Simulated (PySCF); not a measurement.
## Energy of Li⁻ (lithium, charge -1) between two integer charges

The 2s beta orbital of [He] 2s2 is emptied in steps (occupation f), with all orbitals relaxed, ending at [He] 2s1. Calculation: PySCF 2.14, in aug-cc-pVDZ (4s3p2d, 23 functions); the non-relativistic Hamiltonian (point nucleus). The exact energy is a straight line in f; departures are measured from the line between the end points of the same method.

```
   f  LDA (eV)  BHandHLYP (eV)  BLYP (eV)  CAM-B3LYP (eV)
   1     0.000           0.000      0.000           0.000
0.75    -0.281          -0.132     -0.295          -0.091
 0.5    -0.392          -0.189     -0.408          -0.136
0.25    -0.305          -0.148     -0.310          -0.112
   0     0.000           0.000      0.000           0.000
```

Task: For CAM-B3LYP, how does the orbital energy at f = 1 compare with the removal energy?

Result: −ε = 0.099 eV against a total-energy difference of 0.513 eV. By Janak's theorem ε = ∂E/∂f, so the gap between them reflects the curvature. Along the path −ε is 0.223 (f = 0.75), 0.459 (f = 0.5), 0.770 (f = 0.25) eV.

```tsv
method	E(f=0) − E(f=1) (eV)	−ε at f=1 (eV)	−ε at f=0.5 (eV)
LDA	0.587	-0.834	0.521
BHandHLYP	0.438	-0.203	0.393
BLYP	0.457	-1.041	0.408
CAM-B3LYP	0.513	0.099	0.459
```

At f = 1 the orbital energy is positive for LDA, BHandHLYP, BLYP: only the finite basis holds the electron.

Reference removal energy between the ground levels: 0.618 eV (measured; photodetachment measurements, as compiled on the Wikipedia data page of electron affinities).
